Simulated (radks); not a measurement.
**N³⁺ in [He] 2s2: an all-electron calculation**

An exercise on one series of results from a longer session: the logs are not shown, and one member is left open.

The numbers are computed with radks (a radial shooting solver on a logarithmic mesh, Libxc functionals) version 1 (non-relativistic Kohn-Sham, LDA (Slater exchange, VWN5 correlation), spin-polarised, spherical densities, point nucleus), except any that are marked as measured or tabulated.

## The system

```
element       : nitrogen (Z = 7)
charge        : +3
electrons     : 4
configuration : [He] 2s2
```

The outer shells:

N³⁺
```
[He] core
2s [↑↓]
```

Set-up of the first run:

The run's settings:

```text
Z 7
configuration [He] 2s2 2p0 3s0 3d0
relativity non-relativistic
functional lda,vwn5
spin polarised
nucleus point
```

One of the session's tables, all rows but one given; the rest of the session is left out.

It belongs to the step «Shells». Sizes of the orbitals, from the radial functions (bohr):

```
level    <r>  outermost maximum (interpolated)  90 % within  nodes
   1s      ?                                 ?            ?      ?
   2s  1.109                             0.925         1.71      1
   2p  1.033                             0.801         1.68      0
   3s  2.877                              2.66         4.20      2
   3d  2.670                              2.22         4.10      0
```

Estimate the missing values for 1s.

**Answer.** <r>: 0.2305; outermost maximum (interpolated): 0.149; 90 % within: 0.413; nodes: 0. In the column «<r>» it is the lowest.
